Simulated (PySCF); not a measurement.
Basis-set dependence of population analyses: 1,1,2,2-tetrafluoroethane

1,1,2,2-tetrafluoroethane, C₂H₂F₄.
Atom-mapped SMILES: `[F:1][CH:2]([F:3])[CH:4]([F:5])[F:6]` (hydrogens: H7 on C2; H8 on C4)

PBE0 throughout (PySCF), one geometry, spherical d and f functions. The structure is a single PBE0-D3(BJ)/def2-SVP conformer in the gas phase; no vibrational or solvent corrections. Atoms taken as equivalent share a column and are averaged.

Mulliken charges (e):

| basis | functions | F1/F3/F5/F6 | C2/C4 | H7/H8 |
| --- | --- | --- | --- | --- |
| STO-3G | 32 | -0.106 | +0.138 | +0.075 |
| 6-31G | 58 | -0.291 | +0.394 | +0.189 |
| pcSseg-0 | 58 | -0.346 | +0.444 | +0.249 |
| 6-31G* | 88 | -0.306 | +0.456 | +0.157 |
| def2-SVP | 94 | -0.216 | +0.391 | +0.042 |
| cc-pVDZ | 94 | -0.190 | +0.344 | +0.036 |
| pcSseg-1 | 112 | -0.286 | +0.468 | +0.105 |
| aug-cc-pVDZ | 156 | -0.435 | +1.120 | -0.251 |
| 6-311+G(2d,p) | 174 | -0.264 | +0.370 | +0.159 |
| def2-TZVP | 198 | -0.173 | +0.260 | +0.085 |
| cc-pVTZ | 208 | -0.173 | +0.313 | +0.033 |
| IGLO-III | 230 | -0.222 | +0.339 | +0.105 |

IAO charges (e):

```tsv
basis	functions	F1/F3/F5/F6	C2/C4	H7/H8
STO-3G	32	-0.134	+0.155	+0.112
6-31G	58	-0.266	+0.367	+0.165
pcSseg-0	58	-0.262	+0.366	+0.158
6-31G*	88	-0.282	+0.424	+0.140
def2-SVP	94	-0.282	+0.423	+0.142
cc-pVDZ	94	-0.281	+0.420	+0.143
pcSseg-1	112	-0.287	+0.424	+0.149
aug-cc-pVDZ	156	-0.290	+0.427	+0.154
6-311+G(2d,p)	174	-0.290	+0.426	+0.155
def2-TZVP	198	-0.291	+0.432	+0.151
cc-pVTZ	208	-0.290	+0.431	+0.150
IGLO-III	230	-0.291	+0.428	+0.154
```

Task: Which scheme is steadiest as the basis changes?

Result: Largest range over the bases for any column: IAO 0.28 e, Mulliken 0.98 e. IAO charges move least and Mulliken charges most, counted in e. Without the minimal STO-3G basis the ranges are IAO 0.07, Mulliken 0.86 e.

Task: How much do the charges still move between the two largest bases, cc-pVTZ and IGLO-III?

Result: At most, over all atoms: Mulliken 0.072 e, IAO 0.005 e.

Task: What do the same runs give for the total energy, the frontier levels and the dipole moment?

Result: 
```
        basis  energy (Eh)  HOMO (eV)  LUMO (eV)  μ (D)
       STO-3G    -469.6066      -4.75       7.91   1.15
        6-31G    -476.1770      -9.80       2.13   2.61
     pcSseg-0    -475.1892      -9.75       1.90   2.72
       6-31G*    -476.2947      -9.34       2.74   2.02
     def2-SVP    -475.9447      -9.64       1.93   2.21
      cc-pVDZ    -476.3310      -9.45       2.00   2.10
     pcSseg-1    -476.2744      -9.82       1.45   2.33
  aug-cc-pVDZ    -476.3774      -9.89      -0.11   2.30
6-311+G(2d,p)    -476.4700      -9.94       0.27   2.35
    def2-TZVP    -476.5210      -9.83       1.39   2.24
      cc-pVTZ    -476.4934      -9.73       1.38   2.18
     IGLO-III    -476.5276      -9.89       0.86   2.29
```

The dipole is fixed by the density alone, so its range of 1.57 D shows that the density itself changes with the basis, not only its division among atoms.
